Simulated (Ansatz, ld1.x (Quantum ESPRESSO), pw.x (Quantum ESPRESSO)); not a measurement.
**aluminium (Al) (bcc): variants of one TM potential in the solid**

* Element: Al
* Generator: ld1.x (Quantum ESPRESSO) 7.5
* Type: norm-conserving Troullier–Martins (Kleinman–Bylander form)
* Functional: PBEsol
* Relativity: scalar-relativistic
* Frozen core: [Ne]
* Valence charge: 3
* Reference configuration: 3s2 3p1
* Partial waves: 3s (bound): rc 2.20 bohr; 3p (bound): rc 2.20 bohr; 3d channel at 0.5 Ry: rc 2.30 bohr
* Local potential: all-electron potential smoothed inside 1.95 bohr (lloc = -1)
* Core correction: none

Crystal test: bcc Al in pw.x 7.5, no spin, 14³ k-points, Fermi–Dirac smearing 0.01 Ry, cutoffs set for each file from its atomic test. The reference is all-electron LAPW (Ansatz 0.2.0) with the same functional, mesh and smearing; V0 and B0 come from Birch–Murnaghan fits to the pressures at five volumes. Errors are pseudo minus all-electron; Δ is the rms difference of the E(V) curves that follow from these fits, minima aligned, over ±6 % about the mean V0. Mesh and smearing are coarse, so the numbers serve the comparison and aren't converged zero-temperature values; the lattice is a test structure that the element need not adopt.

All-electron: a0 = 3.215 Å (V0 = 16.61 Å³/atom), B0 = 72.6 GPa.

1 further variants are left out: they gave no file fit for a test, a broken result, the same result as the base, or pressures whose basis-set error rivals the error shown.

```tsv
change	cutoffs (Ry)	pw.x	a0 (Å)	a0 error (%)	B0 error (%)	Δ (meV/atom)	mean pressure error (GPa)
base	35/140	converged	3.211	-0.11	-1.1	0.9	-0.24
local potential all-electron potential smoothed inside 1.50 bohr (lloc = -1)	35/140	converged	3.209	-0.19	-0.8	1.5	-0.43
local potential all-electron potential smoothed inside 1.84 bohr (lloc = -1)	35/140	converged	3.211	-0.11	-1.1	0.9	-0.25
local potential all-electron potential smoothed inside 2.48 bohr (lloc = -1)	35/140	converged	3.215	-0.01	-1.5	0.1	-0.02
```

Q: Give the row for: local potential all-electron potential smoothed inside 2.10 bohr (lloc = -1).

A: pw.x: converged; mean pressure error (GPa): -0.21; a0 (Å): 3.212; a0 error (%): -0.09; B0 error (%): -1.2; Δ (meV/atom): 0.8.
